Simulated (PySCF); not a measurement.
# The first ionisation energy along the halogens

Calculated with PySCF 2.14 from differences of total energies of unrestricted determinants, without spin-orbit coupling. Values in eV. The last column holds reference values (NIST; (s) semi-empirical, (t) theoretical, else measured). Unmarked ones compare directly (S terms, centres of terms, or small fine structure); those marked * lie between the lowest fine-structure levels and include a spin-orbit shift.

```json
{"element": "F (6-31G*, non-relativistic)", "configurations": "[He] 2s2 2p5 → [He] 2s2 2p4", "UHF": "15.645", "MP2 (valence)": "16.866", "SCS-MP2 (valence)": "16.816", "CCSD (valence)": "16.795", "CCSD(T) (valence)": "16.802", "reference": "17.427"}
{"element": "Cl (6-31G*, non-relativistic)", "configurations": "[Ne] 3s2 3p5 → [Ne] 3s2 3p4", "UHF": "11.782", "MP2 (valence)": "12.294", "SCS-MP2 (valence)": "12.276", "CCSD (valence)": "12.239", "CCSD(T) (valence)": "12.249", "reference": "12.974"}
{"element": "Br (6-31G*, non-relativistic)", "configurations": "[Ar] 3d10 4s2 4p5 → [Ar] 3d10 4s2 4p4", "UHF": "10.769", "MP2 (valence)": "11.284", "SCS-MP2 (valence)": "11.261", "CCSD (valence)": "11.245", "CCSD(T) (valence)": "11.253", "reference": "11.844"}
```

```csv
method,elements,mean error (eV),mean absolute error (eV),largest error (eV)
UHF,3,-1.349,1.349,-1.782
MP2 (valence),3,-0.600,0.600,-0.679
SCS-MP2 (valence),3,-0.631,0.631,-0.697
CCSD (valence),3,-0.655,0.655,-0.735
CCSD(T) (valence),3,-0.647,0.647,-0.725
```

Errors include the incompleteness of the basis and the frozen core.

"Valence" correlates the outer s and p shells and, in groups 3 to 12 and the f block, the outer d or f shell, open or full, or the next shell where the ion has no valence electron left; the wider scheme adds the next inner shell.
